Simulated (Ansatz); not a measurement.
# BH (singlet): from Hartree-Fock to the top rungs at distance B1–H2 = 1.481 Å, cc-pVQZ

Aim: climb from Hartree-Fock through coupled cluster and multireference methods for BH (singlet) at one geometry and basis, and see what each rung misses.

Computed with Ansatz 0.2.0, Gaussian basis. Level: cc-pVQZ, core rule «outside noble gas», up to 1 orbitals frozen.

The runs, in order: UHF; CCSD(T) on RHF; CCSD(T) on UHF; BCCD(T) on RHF; CCSDT(Q) on RHF; CCSDT(Q) on UHF; CASSCF and NEVPT2, 4 electrons in 5 orbitals; Full CI.

14 further runs of the same task are left out: 9 that didn't finish, 5 set aside as unsound or not needed.

## (1) What is computed

The geometry derives from a PBE0/def2-TZVP stationary point (not a proven minimum). One bond is set to the value named and the two fragments are kept rigid.

2 atoms, charge 0, spin multiplicity 1.

Atoms are counted from 1 here; the program's logs count them from 0.

No contacts short enough for the rule that draws bonds.

Coordinates:

```
B     0.00000    0.00000    0.00000
H     0.00000    0.00000    1.48100
```

## (2) UHF

Contents of in.yaml:

```yaml
crystal:
  periodic: [false, false, false]
  atoms:
    - {symbol: B, position_ang: [0.000000, 0.000000, 0.000000]}
    - {symbol: H, position_ang: [0.000000, 0.000000, 1.481000]}
basis:
  gaussian: {orbitals: cc-pVQZ}
magnetization: {spin_polarized: true, initial_magnetization: 0}
hamiltonian: {xc: hf}
output: {orbitals: {seedname: orbitals}}
```

Command:

```bash
$ ansatz run in.yaml --threads 1 --pin off --events-out ev --progress --plain --max-ram 2393MiB
```

After this run come: CCSD(T) on RHF; CCSD(T) on UHF; BCCD(T) on RHF; CCSDT(Q) on RHF; CCSDT(Q) on UHF; CASSCF and NEVPT2, 4 electrons in 5 orbitals; Full CI.

Before running them: what should the planned runs give, taken together? Wanted: FCI below the RHF energy; RMP2 from FCI; UMP2 from FCI; RCCSD from FCI; RCCSD(T) from FCI; UCCSD(T) from FCI; RCCSDT(Q) from FCI; UCCSDT(Q) from FCI; NEVPT2 valence from FCI.

**Answer**, as computed:

| quantity | value |
| --- | --- |
| FCI below the RHF energy | -2.9269 eV |
| RMP2 from FCI | +17.70 kcal/mol |
| UMP2 from FCI | +22.33 kcal/mol |
| RCCSD from FCI | +1.90 kcal/mol |
| RCCSD(T) from FCI | +0.35 kcal/mol |
| UCCSD(T) from FCI | +0.38 kcal/mol |
| RCCSDT(Q) from FCI | +0.01 kcal/mol |
| UCCSDT(Q) from FCI | +0.02 kcal/mol |
| NEVPT2 valence from FCI | +8.41 kcal/mol |
| levels within 1 kcal/mol (43 meV) | RCCSD(T), UCCSD(T), BCCD(T), RCCSDT, UCCSDT, RCCSDT(Q), UCCSDT(Q) |
| T1 diagnostic | 0.016 |
| effectively unpaired electrons | 0.12 |

What this shows: RCCSD(T) lands +0.35 kcal/mol from the yardstick (0.5 % of the correlation energy). One determinant dominates. These misses are within one basis, not against nature.
